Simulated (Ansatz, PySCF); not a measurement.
System: isobutane, C₄H₁₀, charge 0, multiplicity 1. 
Structure (B3LYP-D3(BJ)/def2-TZVP (Ansatz, a quantum-chemistry and plane-wave program) minimum search):
```xyz
14

C     -0.0001     0.0018     0.3735
H     -0.0004     0.0072     1.4696
C      0.0053     1.4545    -0.1028
H      0.0058     1.5017    -1.1956
H     -0.8762     1.9925     0.2527
H      0.8904     1.9861     0.2532
C      1.2575    -0.7325    -0.0917
H      1.3032    -0.7643    -1.1842
H      2.1624    -0.2356     0.2644
H      1.2737    -1.7623     0.2716
C     -1.2627    -0.7234    -0.0925
H     -1.3079    -0.7549    -1.1849
H     -1.2865    -1.7530     0.2709
H     -2.1642    -0.2200     0.2631
```


Quantity: enthalpy of formation at 298 K (from the atomisation energy, B3LYP-D3(BJ)/def2-TZVP harmonic zero-point and thermal terms from PySCF, and the atoms' enthalpies of formation in the G2/97 table; no spin-orbit terms, and no core term in the frozen-core levels), in kcal/mol. Cores are frozen in the correlated levels unless marked. Open shells are spin-unrestricted. Spin-orbit coupling is left out. No relativistic terms. The coupled-cluster limit lacks core correlation, which all-electron functionals hold. CBS(X,Y): correlation extrapolated as X^-3; Hartree-Fock from the larger set. The bracket is a focal-point correction in the basis named.

| level | program | enthalpy of formation at 298 K (kcal/mol) | minus last row |
|---|---|---|---|
| HF/STO-3G | Ansatz | 12.6 | 43.9 |
| HF/aug-cc-pVDZ | Ansatz | 285.5 | 316.8 |
| HF/cc-pVTZ | Ansatz | 272.8 | 304.1 |
| HF-D3(BJ)/def2-TZVPD | PySCF + dftd3 | 229.9 | 261.2 |
| SVWN5/def2-TZVPD | Ansatz | -190.5 | -159.2 |
| r2SCAN/def2-TZVPD | Ansatz | -29.0 | 2.3 |
| B3LYP/def2-TZVPD | Ansatz | -22.3 | 9.0 |
| PBE0/6-31G* | Ansatz | -37.6 | -6.3 |
| PBE0-D3(BJ)/def2-TZVP | Ansatz + dftd3 | -36.1 | -4.8 |
| r2SCAN0/def2-TZVPD | Ansatz | -20.6 | 10.7 |
| LC-wPBE-D3(BJ)/def2-TZVPD | Ansatz + dftd3 | -31.9 | -0.6 |
| wB97M-V/def2-TZVPD | Ansatz | -31.1 | 0.2 |
| B2GP-PLYP-D4/def2-TZVPD | Ansatz + dftd4 | -14.2 | 17.1 |
| B2GP-PLYP/def2-TZVPD | Ansatz | -12.0 | 19.3 |
| MP2/cc-pVTZ | Ansatz | -11.4 | 19.9 |
| SCS-MP2/6-31G | Ansatz | 126.8 | 158.1 |
| SCS-MP2/6-31G* | Ansatz | 75.9 | 107.2 |
| SCS-MP2/cc-pVDZ | Ansatz | 47.7 | 79.0 |
| CCSD(T)/STO-3G | Ansatz | -113.3 | -82.0 |
| CCSD(T)/aug-cc-pVDZ | Ansatz | 42.7 | 74.0 |
| RI-MP2/CBS(cc-pVTZ,cc-pVQZ)+[CCSD(T)-MP2]/cc-pVTZ | Ansatz | -31.3 | 0.0 |
